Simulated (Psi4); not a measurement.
# C2H3FO (SMILES FC1CO1) at MP2/def2-SVPD

What is the energy change on altering one bond length of C2H3FO at MP2/def2-SVPD? 

Program for the calculation: Psi4 1.11.

5 further runs of the same task are left out: 4 that didn't finish, 1 set aside as unsound or not needed.

**1. The molecule**

The species is C2H3FO (7 atoms), meant as a singlet with charge 0. SMILES: `FC1CO1`. Geometry: relaxed at PBE0-D4/def2-TZVP.

Bond lengths: F1–C2 1.351 Å, C2–C3 1.449 Å, C2–O4 1.374 Å, C3–O4 1.439 Å, C2–H5 1.087 Å, C3–H6 1.086 Å, C3–H7 1.086 Å. Some angles: F1–C2–C3 118.9°, F1–C2–O4 115.5°, C3–C2–O4 61.2°, C2–C3–O4 56.8°, C2–O4–C3 62.0°, F1–C2–H5 110.6°, C3–C2–H5 124.3°, O4–C2–H5 117.4°, C2–C3–H6 120.8°, C2–C3–H7 118.0°.

**2. The energy at MP2/def2-SVPD**

c2h3fo.xyz reads:

```xyz
7
C2H3FO
F     -1.230100    -1.269700    -0.057100
C     -0.627800    -0.077500    -0.262000
C      0.671400     0.163600     0.333400
O      0.484900    -0.107900    -1.067700
H     -1.366000     0.696000    -0.457000
H      0.995700     1.172200     0.572500
H      1.133100    -0.644700     0.892200
```

run.py reads:

```python
import numpy as np
from ase.calculators.psi4 import Psi4
from ase.io import read

a = read('c2h3fo.xyz')
calc = Psi4(atoms=a, method='mp2', basis='def2-SVPD', memory='1600MB', num_threads=1, charge=0, multiplicity=1, label='psi4-calc')
calc.psi4.set_options({'puream': True, 'e_convergence': 1e-09, 'd_convergence': 1e-08, 'scf_type': 'pk', 'num_frozen_docc': 4, 'mp2_type': 'conv'})
a.calc = calc

print(f'energy: {a.get_potential_energy():.6f} eV')
```

On the command line:

```console
python run.py
```

psi4-calc.dat:

```text
[...]
  Running in c1 symmetry.
[...]
  Nuclear repulsion =  124.094769302208306
[...]
  Multiplicity = 1
[...]
  Nalpha       = 16
  Nbeta        = 16
[...]
    Number of basis functions: 110
[...]
   @RHF iter   1:  -251.47557121980080   -3.17523e-01   3.54158e-03 DIIS/ADIIS
[...]
   @RHF iter  12:  -251.54641399730627   -1.98952e-12   2.59290e-09 DIIS
[...]
    Orbital Energies [Eh]
    ---------------------
    Doubly Occupied:
       1A    -26.310464     2A    -20.599158     3A    -11.391555
       4A    -11.313749     5A     -1.613106     6A     -1.441213
       7A     -0.946988     8A     -0.888699     9A     -0.777243
      10A     -0.738469    11A     -0.700674    12A     -0.647968
      13A     -0.622396    14A     -0.564744    15A     -0.491843
      16A     -0.471333
[...]
  @RHF Final Energy:  -251.54641399730627
   => Energetics <=
    Nuclear Repulsion Energy =            124.0947693022083058
    One-Electron Energy =                -592.2431641699279226
    Two-Electron Energy =                 216.6019808704133425
    Total Energy =                       -251.5464139973062743
[...]
 Multipole Moments:
 ------------------------------------------------------------------------------------
     Multipole            Electronic (a.u.)      Nuclear  (a.u.)        Total (a.u.)
 ------------------------------------------------------------------------------------
 L = 1.  Multiply by 2.5417464519 to convert [e a0] to [Debye]
 Dipole X            :         -2.2282588            2.3105970            0.0823382
 Dipole Y            :         -2.2951445            3.0567862            0.7616417
 Dipole Z            :         -0.7815271            1.4856372            0.7041101
 Magnitude           :                                                    1.0405041
[...]
	SCS-MP2 Total Energy (a.u.)        :  -252.19219208949548
	SOS-MP2 Total Energy (a.u.)        :  -252.13427310277351
	SCSN-MP2 Total Energy (a.u.)       :  -251.85222624719825
[...]
	SOS-PI-MP2 Total Energy (a.u.)     :  -252.23224962035138
[...]
	MP2 Total Energy (a.u.)            :  -252.21005354536152
[...]
```

Standard output:

```text
energy: -6862.985126 eV
```

Wall time 10 s (1 thread of Intel Xeon Platinum 8375C at 2.90GHz (Ice Lake), shared host); peak memory 0.8 GiB.

**3. The distorted shape at the same level**

run.py reads:

```python
import psi4

psi4.set_memory('1600 MB')
psi4.set_num_threads(1)
psi4.set_output_file('c2h3fo.out', False)

geom = psi4.geometry("""
F     -3.23510341    -4.20174368     0.20186243
C     -1.18637006    -0.14645377    -0.49510824
C      1.26876212     0.30915919     0.63003469
O      0.91632820    -0.20390145    -2.01766058
H     -2.58136589     1.31524938    -0.86360484
H      1.88160030     2.21513696     1.08186821
H      2.14124867    -1.21830643     1.68601365
units bohr
symmetry c1
no_reorient
no_com
""")

options = {'basis': 'def2-SVPD', 'reference': 'rhf', 'puream': True, 'e_convergence': 1e-09, 'd_convergence': 1e-08, 'scf_type': 'pk', 'num_frozen_docc': 4, 'mp2_type': 'conv'}
psi4.set_options(options)

result, w = psi4.energy('mp2', return_wfn=True)
print('E =', round(result, 9))
for k, v in sorted(psi4.core.scalar_variables().items()):
    print(f'{k:45s} {v:18.10f}')
```

On the command line:

```console
python run.py
```

c2h3fo.out:

```text
[...]
  Running in c1 symmetry.
[...]
  Nuclear repulsion =  104.936909575396271
[...]
  Multiplicity = 1
[...]
  Nalpha       = 16
  Nbeta        = 16
[...]
    Number of basis functions: 110
[...]
   @RHF iter   1:  -251.17901366404698   -8.02159e-01   5.42561e-03 DIIS/ADIIS
[...]
   @RHF iter  15:  -251.35605468538796   -5.96856e-12   4.26556e-09 DIIS
[...]
    Orbital Energies [Eh]
    ---------------------
    Doubly Occupied:
       1A    -26.141402     2A    -20.709226     3A    -11.499145
       4A    -11.397859     5A     -1.542108     6A     -1.334864
       7A     -1.018537     8A     -0.937604     9A     -0.803172
      10A     -0.743619    11A     -0.676185    12A     -0.585194
      13A     -0.571490    14A     -0.475754    15A     -0.475352
      16A     -0.433532
[...]
  @RHF Final Energy:  -251.35605468538796
   => Energetics <=
    Nuclear Repulsion Energy =            104.9369095753962711
    One-Electron Energy =                -553.8958437739753435
    Two-Electron Energy =                 197.6028795131911124
    Total Energy =                       -251.3560546853879600
[...]
 Multipole Moments:
 ------------------------------------------------------------------------------------
     Multipole            Electronic (a.u.)      Nuclear  (a.u.)        Total (a.u.)
 ------------------------------------------------------------------------------------
 L = 1.  Multiply by 2.5417464519 to convert [e a0] to [Debye]
 Dipole X            :         21.4652521          -19.8494696            1.6157824
 Dipole Y            :         39.1318470          -36.1585923            2.9732547
 Dipole Z            :         11.9308664          -11.6106870            0.3201793
 Magnitude           :                                                    3.3990456
[...]
	SCS-MP2 Total Energy (a.u.)        :  -252.04115713842745
	SOS-MP2 Total Energy (a.u.)        :  -251.98038585458428
	SCSN-MP2 Total Energy (a.u.)       :  -251.67692706407979
[...]
	SOS-PI-MP2 Total Energy (a.u.)     :  -252.08444104945033
[...]
	MP2 Total Energy (a.u.)            :  -252.05864451124771
[...]
```

Standard output:

```text
E = -252.058644511
CURRENT CORRELATION ENERGY                         -0.7025898259
CURRENT ENERGY                                   -252.0586445112
CURRENT REFERENCE ENERGY                         -251.3560546854
DD SOLVATION ENERGY                                 0.0000000000
HF KINETIC ENERGY                                 250.0125653662
HF POTENTIAL ENERGY                              -501.3686200515
HF TOTAL ENERGY                                  -251.3560546854
HF VIRIAL RATIO                                     2.0053736872
MP2 CORRELATION ENERGY                             -0.7025898259
MP2 DOUBLES ENERGY                                 -0.7025898259
MP2 OPPOSITE-SPIN CORRELATION ENERGY               -0.5202759743
MP2 SAME-SPIN CORRELATION ENERGY                   -0.1823138515
MP2 SINGLES ENERGY                                  0.0000000000
MP2 TOTAL ENERGY                                 -252.0586445112
NUCLEAR REPULSION ENERGY                          104.9369095754
ONE-ELECTRON ENERGY                              -553.8958437740
PCM POLARIZATION ENERGY                             0.0000000000
PE ENERGY                                           0.0000000000
SCF ITERATION ENERGY                             -251.3560546854
SCF ITERATIONS                                     15.0000000000
SCF TOTAL ENERGY                                 -251.3560546854
SCS(N)-MP2 CORRELATION ENERGY                      -0.3208723787
SCS(N)-MP2 TOTAL ENERGY                          -251.6769270641
SCS-MP2 CORRELATION ENERGY                         -0.6851024530
SCS-MP2 TOTAL ENERGY                             -252.0411571384
SCS-MP2-VDW CORRELATION ENERGY                     -0.7571101729
SCS-MP2-VDW TOTAL ENERGY                         -252.1131648583
SOS-MP2 CORRELATION ENERGY                         -0.6243311692
SOS-MP2 TOTAL ENERGY                             -251.9803858546
SOS-PI-MP2 CORRELATION ENERGY                      -0.7283863641
SOS-PI-MP2 TOTAL ENERGY                          -252.0844410495
TWO-ELECTRON ENERGY                               197.6028795132
```

Wall time 9.6 s (1 thread of Intel Xeon Platinum 8375C at 2.90GHz (Ice Lake), shared host); peak memory 0.79 GiB.

**4. Results**

Level: MP2/def2-SVPD, 4 core orbitals frozen.

```
                                                         quantity          value
                                        first shape: total energy  -252.21005 Eh
                 first shape: HOMO energy (Hartree–Fock orbitals)      -12.83 eV
                 first shape: LUMO energy (Hartree–Fock orbitals)        2.64 eV
               first shape: HOMO–LUMO gap (Hartree–Fock orbitals)       15.47 eV
         first shape: correlation energy (4 core orbitals frozen)     -663.6 mEh
                                    distorted shape: total energy  -252.05864 Eh
             distorted shape: HOMO energy (Hartree–Fock orbitals)      -11.80 eV
             distorted shape: LUMO energy (Hartree–Fock orbitals)       -0.76 eV
           distorted shape: HOMO–LUMO gap (Hartree–Fock orbitals)       11.03 eV
     distorted shape: correlation energy (4 core orbitals frozen)     -702.6 mEh
energy change with the F1–C2 bond stretched from 1.351 to 2.432 Å       4.120 eV
```

In words: With the F1–C2 bond stretched from 1.351 to 2.432 Å the energy rises by 4.12 eV (398 kJ/mol). The first shape isn't relaxed at this level, so the change isn't measured from a minimum. A restricted reference can't describe the breaking bond well at this length.
